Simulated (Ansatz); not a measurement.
# Cl2 (singlet): the correlation ladder, cc-pV(Q+d)Z

An exercise on one series of results from a longer session: the logs are not shown, and one member is left open.

Program: Ansatz 0.2.0, Gaussian basis. Level of theory: cc-pV(Q+d)Z, core rule «outside noble gas», up to 10 orbitals frozen. These are calculated values, not measurements.

Plan: UHF; CCSD(T) on RHF; BCCD(T) on RHF; CISD; CCSDT(Q) on RHF; CASSCF and NEVPT2, 14 electrons in 8 orbitals.

9 further runs of the same task are left out: 9 set aside as unsound or not needed.

## The system

The geometry is an MP2(full)/6-31G* stationary point (not a proven minimum).

2 atoms, charge 0, spin multiplicity 1.

Atoms are counted from 1 here; the program's logs count them from 0.

Bond lengths: Cl1–Cl2 2.015 Å.

The first run:

File in.yaml:

```yaml
crystal:
  periodic: [false, false, false]
  atoms:
    - {symbol: Cl, position_ang: [0.000000, 0.000000, 0.000000]}
    - {symbol: Cl, position_ang: [0.000000, 0.000000, 2.015082]}
basis:
  gaussian: {orbitals: "cc-pV(Q+d)Z.json"}
magnetization: {spin_polarized: true, initial_magnetization: 0}
hamiltonian: {xc: hf}
output: {orbitals: {seedname: orbitals}}
```

Started as:

```sh
ansatz run in.yaml --threads 1 --pin off --events-out ev --progress --plain --max-ram 4096MiB --backend cpu
```

Steps of the session up to this table: UHF; CCSD(T) on RHF; BCCD(T) on RHF; CISD; CCSDT(Q) on RHF; CASSCF and NEVPT2, 14 electrons in 8 orbitals.

One of the session's tables, all rows but one given; the rest of the session is left out.

| method | from RCCSDT(Q) (meV) |
| --- | --- |
| RHF | +12878.3 |
| RMP2 | +1483.5 |
| CISD | +1902.2 |
| RCCSD | +651.9 |
| RCCSD(T) | +59.1 |
| BCCD(T) | +57.5 |
| RCCSDT | +35.1 |
| RCCSDT(Q) | 0 |
| CASSCF valence | +12209.9 |
| NEVPT2 valence | ? |

Q: Estimate the row for NEVPT2 valence from the others.

**Answer.** from RCCSDT(Q) (meV): +2647.7. In the column «from RCCSDT(Q) (meV)» it lies between CISD (+1902.2) and CASSCF valence (+12209.9).

With the free atoms at the same levels and basis (separate runs), the atomisation energy is 2.463 eV at RCCSDT(Q), 2.457 eV at RCCSD(T), 0.813 eV at RHF.
